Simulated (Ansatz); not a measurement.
Geometry optimisation, RKS PBE0-D4/def2-SVP in Ansatz 0.2.0.

Input:

```yaml
crystal:
  periodic: [false, false, false]
  atoms:
    - { symbol: Si, position_ang: [-0.520345, -0.05199, -0.294265] }
    - { symbol: Cl, position_ang: [0.42388, 0.664742, 2.828816] }
    - { symbol: H, position_ang: [0.47568, -1.024895, 0.228437] }
    - { symbol: H, position_ang: [-0.072926, 1.361069, -0.175184] }
    - { symbol: H, position_ang: [-0.733914, -0.350361, -1.750226] }
    - { symbol: "N", position_ang: [-2.021274, -0.219472, 0.673824] }
    - { symbol: H, position_ang: [-2.453522, -1.140111, 0.670687] }
    - { symbol: H, position_ang: [-2.736411, 0.480803, 0.492691] }
    - { symbol: H, position_ang: [-0.811669, 0.280215, 2.500221] }
basis:
  gaussian: { orbitals: def2-SVP }
hamiltonian:
  xc: pbe0
  dispersion: d4
relax:
  f_tol: 0.03
  max_steps: 50
```

Command:

```bash
$ ansatz run input.yaml --threads 1 --pin off --max-ram 2048MiB --backend cpu --events-out ev --progress --plain --runs-dir out
```

**Question.** Where does it end, and by what steps?

**Answer.** The run converged. After 8 steps the energy has fallen by 0.217 eV; Cl2 moved furthest, 0.71 Å.

```tsv
step	energy less start (eV)	largest force component (eV/Å)	accepted
0	0.0000	0.884	yes
1	-0.0744	1.199	yes
2	-0.1649	0.336	yes
3	-0.2030	0.259	yes
4	-0.2121	0.112	yes
5	-0.2148	0.111	yes
6	-0.2153	0.093	yes
7	-0.2164	0.043	yes
8	-0.2171	0.015	yes
```

```xyz
9
Properties=species:S:1:pos:R:3
Si -0.496 -0.065 -0.438
Cl -0.130 0.588 3.262
H 0.542 -1.052 -0.036
H 0.029 1.328 -0.420
H -0.965 -0.390 -1.823
N -1.779 -0.145 0.773
H -2.190 -1.063 0.935
H -2.530 0.536 0.681
H -0.931 0.263 2.241
```

The run took 24 s on 1 thread of Arm Neoverse V2, on a shared host, peak memory 0.15 GiB.
